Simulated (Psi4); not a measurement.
Process, species as SMILES: F[C]F (closed-shell singlet) + 3 [H][H] (H2) → C (CH4) + 2 F (HF)
B3LYP-D3(BJ)/def2-TZVP geometries, fixed; electronic energies without zero-point terms.
Largest species:
```xyz
5

C      0.0000     0.0000     0.0000
H      0.6205     0.6269     0.6390
H     -0.6429    -0.6249     0.6185
H      0.6369    -0.6328    -0.6166
H     -0.6146     0.6308    -0.6409
```

Basis-set convergence of the energy of full hydrogenation at MP2 with Psi4. Cartesian d functions, on some or all atoms, in 6-31G*, 6-31G**; all else is spherical. Density fitting with the program's default auxiliary sets. Cores are frozen. Psi4's default fitting sets serve the pcseg sets less well. No added dispersion term, no relativity. Functions are those of the species that has most. Reference: Hartree-Fock in aug-cc-pVQZ plus the correlation part extrapolated as X^-3 from aug-cc-pVTZ and aug-cc-pVQZ, -122.70 kcal/mol, itself unsure by roughly 0.23 kcal/mol (a third of the extrapolation step and of the last Hartree-Fock step). Deviations are taken from unrounded values.

```
basis              functions  energy of full hydrogenation (kcal/mol)  minus reference (kcal/mol)
-----------------  ---------  ---------------------------------------  --------------------------
STO-3G                    15                                   -51.84                       70.86
cc-pVDZ                   42                                  -112.69                       10.01
6-31G*                    45                                   -96.12                       26.58
6-31G**                   45                                  -106.58                       16.12
6-311+G**                 66                                  -123.28                       -0.58
def2-SVPD                 66                                  -129.39                       -6.69
aug-cc-pVDZ               69                                  -125.99                       -3.28
6-311++G(2d,2p)           81                                  -124.52                       -1.81
cc-pVTZ                   90                                  -118.34                        4.36
pcseg-2                   90                                  -121.74                        0.96
def2-TZVPP                93                                  -120.71                        1.99
6-311++G(3df,3pd)        117                                  -122.63                        0.07
def2-TZVPD               117                                  -117.62                        5.09
def2-TZVPPD              117                                  -122.41                        0.29
aug-pcseg-2              138                                  -122.01                        0.70
def2-QZVPP               177                                  -122.49                        0.21
pcseg-3                  192                                  -123.04                       -0.34
def2-QZVPPD              195                                  -122.79                       -0.09
```
